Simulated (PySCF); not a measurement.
An unknown shows these calculated signals:

¹H NMR (300 MHz, computed): δ 6.51 (m, 1H), 5.47 (m, 1H), 5.36 (m, 1H), 4.12 (d, 2H), 0.14 (br s, 1H).

¹³C{¹H} NMR (computed): δ 150.7 (CH), 123.6 (CH2), 72.0 (CH2).

- geometry: PBE0-D3(BJ)/def2-TZVP
- σ from GIAO-B97-2/pcSseg-2
- program: PySCF 2.14.0 with density-fitted response routines
- no relativistic terms, equivalent nuclei averaged, isolated molecule, one conformer

References, each an isolated molecule treated in the same way: TMS for ¹H (31.64 ppm), ¹³C (185.38 ppm).

**Question.** Which of these does the molecule contain: a non-aromatic C=C double bond, a CH3CH2 unit, a vinyl group CH=CH2, an OH group, a C≡C triple bond, a tert-butyl group?

**Answer.** 
- A non-aromatic C=C double bond: yes.
- A CH3CH2 unit: no.
- A vinyl group CH=CH2: yes (δC 123.6, 150.7; δH 5.36 (m), 5.47 (m), 6.51 (m)).
- An OH group: yes (δH 0.14 (br s)).
- A C≡C triple bond: no.
- A tert-butyl group: no.

The data belong to SMILES C(=C)CO, C$_{3}$H$_{6}$O; they needn't prove each group on their own.

Carbon signals by region: 2 in the sp2 and nitrile region (100–160 ppm), 1 at 50–100 ppm.

The OH or NH signal is concentration- and solvent-dependent in practice; the value given is the gas-phase one. Shifts are as computed. Against solution values, carbons near 30 ppm lie about +3 ppm off and those near 130 ppm about +7 ppm. Of 1211 compounds with measured shifts, 218 miss one by over three times the rms of a fit or turn the order of signals round; such compounds aren't used in these exercises. Multiplicities follow the n + 1 count of equivalent neighbours, as no J values were calculated; m marks all less simple cases, F and P coupling included.
